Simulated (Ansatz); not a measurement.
System: zinc-blende HgSe. Method: PBE in Ansatz (PAW).

Numerical settings: plane-wave cutoff 500 eV, 12×12×12 k mesh, Fermi–Dirac smearing 0.05 eV, scalar-relativistic PAW data made under PBE.

Computed at the level's own relaxed cell.

Estimate the equilibrium volume per atom and equilibrium lattice constant a that the calculation returns.


- equilibrium volume per atom: 30.66 Å³/atom
- equilibrium lattice constant a: 6.260 Å

The run finds no gap.

Measured, for comparison: equilibrium volume per atom 28.16 Å³/atom, lattice constant a 6.085 Å (293 K, not corrected to a static lattice; as tabulated in Cardona et al. (2009), arXiv:0908.2634). Computed (rounded) less measured: equilibrium volume per atom +8.9 %, lattice constant a +2.9 %.

Spin–orbit coupling is not included; it can shift volumes and moduli of such heavy elements.

Cost on a shared machine: roughly 50 core-seconds.

Ansatz is a program for electronic structure.
